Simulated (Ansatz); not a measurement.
The first iterations of a band of C$_{2}$H$_{3}$NO (7 atoms, charge 0, multiplicity 1).

These are results of RKS PBE-D4/def2-SVP in Ansatz, not measurements.

```json
{
 "movable images": "9",
 "climbing image": "yes",
 "spring": "5.0 eV/Å²",
 "optimiser": "quadratic models (default)",
 "start path": "IDPP",
 "force threshold": "0.05 eV/Å",
 "iteration limit": "60",
 "end points": "relaxed"
}
```

Image 0:

```xyz
7
Properties=species:S:1:pos:R:3
N -1.002 1.096 -0.396
C -0.146 0.550 0.383
C 0.556 -0.749 0.044
O 0.337 -1.341 -0.997
H -1.083 0.482 -1.239
H 0.106 1.031 1.353
H 1.293 -1.137 0.806
```

Image 10:

```xyz
7
Properties=species:S:1:pos:R:3
N -0.996 1.099 -0.399
C -0.143 0.537 0.374
C 0.562 -0.752 0.056
O 1.370 -1.289 0.785
H -1.110 0.521 -1.260
H 0.117 1.003 1.349
H 0.262 -1.187 -0.952
```

| iteration | highest image above the first end (eV) | largest band force component (eV/Å) |
| --- | --- | --- |
| 1 | 0.341 | 0.488 |
| 2 | 0.341 | 0.776 |

**Question.** Does the band converge within its limit, and where does its top end?

**Answer.** The run converged. It ended after 7 iterations with the highest image 0.310 eV above the first end. A vibrational analysis at the climbing image gives one clearly imaginary mode, 211i cm⁻¹: a first-order saddle point.

The run took 52 s on 1 thread of Intel(R) Xeon(R) 6975P-C (Granite Rapids), with other jobs on the host, peak memory 0.16 GiB.
